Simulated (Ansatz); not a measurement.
# B₃H (quintet): the correlation ladder, cc-pVTZ

One table from this session's results is given with a row withheld; the runs are named, their logs left out.

Method: cc-pVTZ, core rule «outside noble gas», up to 3 orbitals frozen; program: Ansatz 0.2.0, Gaussian basis.

The runs, in order: UHF; CCSD(T) on ROHF; CCSD(T) on UHF; BCCD(T) on ROHF; CCSDT(Q) on ROHF; CCSDT(Q) on UHF; CASSCF and NEVPT2, 10 electrons in 13 orbitals.

4 further runs of the same task are left out: 4 set aside as unsound or not needed.

**The geometry**

The geometry is a PBE0/def2-TZVP stationary point (not a proven minimum) of the parent state, kept for this charge and spin.

4 atoms, charge 0, spin multiplicity 5.

Atoms are counted from 1 here; the program's logs count them from 0.

Bond lengths: B1–B2 1.556 Å, B1–B3 1.548 Å, B2–B3 1.853 Å, B2–H4 1.183 Å. Angles: B2–B1–B3 73.3°, B1–B2–B3 53.2°, B1–B2–H4 169.4°, B3–B2–H4 137.4°, B1–B3–B2 53.5°.

The first run:

in.yaml

```yaml
crystal:
  periodic: [false, false, false]
  atoms:
    - {symbol: B, position_ang: [0.000000, -0.796508, -0.346642]}
    - {symbol: B, position_ang: [0.000000, 0.061998, 0.950518]}
    - {symbol: B, position_ang: [0.000000, 0.685766, -0.794078]}
    - {symbol: H, position_ang: [0.000000, 0.522819, 2.040076]}
basis:
  gaussian: {orbitals: cc-pVTZ}
magnetization: {spin_polarized: true, initial_magnetization: 4}
hamiltonian: {xc: hf}
output: {orbitals: {seedname: orbitals}}
```

Launch:

```
ansatz run in.yaml --threads 1 --pin off --events-out ev --progress --plain --max-ram 4096MiB --backend cpu
```

Steps of the session up to this table: UHF; CCSD(T) on ROHF; CCSD(T) on UHF; BCCD(T) on ROHF; CCSDT(Q) on ROHF; CCSDT(Q) on UHF; CASSCF and NEVPT2, 10 electrons in 13 orbitals.

One of the session's tables, all rows but one given; the rest of the session is left out.

```
        method  from UCCSDT(Q) (meV)
          ROHF               +6775.4
           UHF               +6688.9
          RMP2               +1233.5
          UMP2               +1246.9
         RCCSD                +401.0
         UCCSD                +396.4
      RCCSD(T)                 +68.6
      UCCSD(T)                     ?
       BCCD(T)                 +66.2
        RCCSDT                 +22.6
        UCCSDT                 +21.2
     RCCSDT(Q)                  +2.3
     UCCSDT(Q)                     0
CASSCF valence               +4114.3
NEVPT2 valence                +899.9
```

Q: Estimate the row for UCCSD(T) from the others.

As computed: from UCCSDT(Q) (meV): +67.9. In the column «from UCCSDT(Q) (meV)» it lies between BCCD(T) (+66.2) and RCCSD(T) (+68.6).

Limits of these values: Restricted and unrestricted rows rest on different reference determinants; where their highest levels disagree by more than a few hundredths of an eV, they describe different states and don't form one ladder.
